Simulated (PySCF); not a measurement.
Compound: C4H5ClO.
SMILES with atom numbers: `[O:1]=[C:2]([Cl:3])[CH:4]1[CH2:5][CH2:6]1` (hydrogens: H7 on C4; H8, H9 on C5; H10, H11 on C6)

Computed with PySCF at B3LYP/def2-SVPD, non-relativistic, on one gas-phase PBE0-D3(BJ)/def2-SVP geometry that isn't relaxed in the solvent. The solvent is an IEF-PCM continuum (van der Waals radii × 1.2), and excitations are vertical TDDFT with non-equilibrium linear response and a frozen core. Specific hydrogen bonds and non-electrostatic terms are outside this model.

Gas-phase singlets (H = HOMO, L = LUMO):

| state | E (eV) | λ (nm) | f | leading configurations |
| --- | --- | --- | --- | --- |
| S1 | 5.188 | 239 | 0.000 | H→L 97% |
| S2 | 6.415 | 193 | 0.000 | H-3→L 97% |
| S3 | 6.619 | 187 | 0.007 | H-1→L 78%, H→L+1 15% |
| S4 | 6.983 | 178 | 0.206 | H-2→L 78%, H→L+1 18% |
| S5 | 7.155 | 173 | 0.003 | H-4→L 98% |

**Question.** What are the lowest 5 singlets in chloroform (ε = 4.711)?

**Answer.** 
```
state  E (eV)  λ (nm)      f           leading configurations  change by rank (eV)
   S1   5.264     236  0.000                          H→L 96%               +0.076
   S2   6.459     192  0.000                        H-3→L 98%               +0.044
   S3   6.625     187  0.086             H-2→L 60%, H-1→L 32%               +0.006
   S4   6.766     183  0.219  H-1→L 60%, H→L+1 20%, H-2→L 18%               -0.217
   S5   6.873     180  0.005                        H-4→L 96%               -0.282
```

**Question.** What are the lowest 5 singlets in acetonitrile (ε = 35.69)?

**Answer.** 
| state | E (eV) | λ (nm) | f | leading configurations | change by rank (eV) |
| --- | --- | --- | --- | --- | --- |
| S1 | 5.292 | 234 | 0.000 | H→L 95% | +0.104 |
| S2 | 6.479 | 191 | 0.000 | H-3→L 94% | +0.064 |
| S3 | 6.609 | 188 | 0.157 | H-1→L 56%, H-2→L 40% | -0.010 |
| S4 | 6.746 | 184 | 0.140 | H-2→L 38%, H-1→L 37%, H→L+1 22% | -0.237 |
| S5 | 6.776 | 183 | 0.004 | H-4→L 91% | -0.379 |

**Question.** The ground-state energy changes by -0.192 eV from gas to acetonitrile. By how much does the total energy of gas-phase S2 change?

**Answer.** E(S2) = E(S0) + excitation energy, so it changes by -0.192 + 0.064 = -0.128 eV: it is lowered less than the ground state, which is what a blue shift means. This is the vertical state, with the slow part of the continuum still set for S0.

**Question.** How do the frontier levels move from gas to acetonitrile?

**Answer.** 
```csv
orbital,gas (eV),solvent (eV),change (eV),"Löwdin shares, gas","Löwdin shares, solvent"
LUMO+2,0.53,0.96,+0.43,"H9 17 %, H10 17 %, Cl3 12 %, H7 12 %","Cl3 23 %, O1 11 %, C2 10 %, C6 10 %"
LUMO+1,0.02,0.03,+0.01,"Cl3 44 %, C2 20 %, O1 7 %, C4 7 %","Cl3 53 %, C2 25 %, O1 8 %, C4 5 %"
LUMO,-1.34,-1.36,-0.02,"C2 39 %, O1 32 %, Cl3 10 %, C6 6 %","C2 40 %, O1 31 %, Cl3 10 %, C6 6 %"
HOMO,-8.22,-8.29,-0.07,"O1 50 %, Cl3 28 %, C2 6 %, C4 5 %","O1 44 %, Cl3 24 %, C5 8 %, C6 8 %"
HOMO-1,-9.02,-8.77,+0.25,"Cl3 76 %, O1 11 %, C2 9 %","C4 36 %, C6 18 %, C5 18 %, O1 9 %"
HOMO-2,-9.06,-9.11,-0.05,"C4 35 %, C6 18 %, C5 17 %, O1 11 %","Cl3 73 %, O1 11 %, C2 8 %"
HOMO-3,-9.07,-9.16,-0.09,"Cl3 76 %, C2 8 %, C4 6 %, O1 5 %","Cl3 76 %, C2 8 %, C4 5 %"
```

The HOMO–LUMO gap goes from 6.88 to 6.93 eV. Rows go by rank; for HOMO-3, HOMO-2, HOMO-1, HOMO and LUMO+2 the atom shares or the degeneracy differ between the runs, so the row needn't follow one orbital.

The values belong to the conformer `[O:1]=[C:2]([Cl:3])[CH:4]1[CH2:5][CH2:6]1`: O1–C2–C4–C5 145°.
